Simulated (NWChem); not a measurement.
# methanethiol (CH4S); SMILES CS

Computed with NWChem. Pople sets run with spherical d functions. All runs use the structure optimised with PBE-D3(BJ)/def2-SVP. Static field.

Problem. Taking PBE0/def2-TZVPD as the yardstick, which of these has the fewest basis functions while keeping “isotropic polarisability (bohr³)” within 5 % of it: PBE0/def2-TZVP; PBE0/6-31+G*; PBE0/aug-cc-pVDZ; PBE0/Sadlej pVTZ; PBE0/def2-SVPD; PBE0/6-31G*; PBE0/def2-SVP?

Solution. PBE0/def2-SVPD (a larger set in the list lies outside the tolerance).
```json
[
 {"level": "PBE0/6-31G*", "basis functions": "40", "isotropic polarisability (bohr³)": "26.6", "relative time (rough)": "1"},
 {"level": "PBE0/6-31+G*", "basis functions": "48", "isotropic polarisability (bohr³)": "30.4", "relative time (rough)": "1"},
 {"level": "PBE0/def2-SVP", "basis functions": "52", "isotropic polarisability (bohr³)": "26.5", "relative time (rough)": "1"},
 {"level": "PBE0/def2-SVPD", "basis functions": "79", "isotropic polarisability (bohr³)": "36.8", "relative time (rough)": "2"},
 {"level": "PBE0/aug-cc-pVDZ", "basis functions": "86", "isotropic polarisability (bohr³)": "36.8", "relative time (rough)": "6"},
 {"level": "PBE0/def2-TZVP", "basis functions": "92", "isotropic polarisability (bohr³)": "31.7", "relative time (rough)": "6"},
 {"level": "PBE0/Sadlej pVTZ", "basis functions": "92", "isotropic polarisability (bohr³)": "37.6", "relative time (rough)": "7"},
 {"level": "PBE0/def2-TZVPD", "basis functions": "119", "isotropic polarisability (bohr³)": "37.5", "relative time (rough)": "8"}
]
```

The yardstick is one finite set, not the basis-set limit.
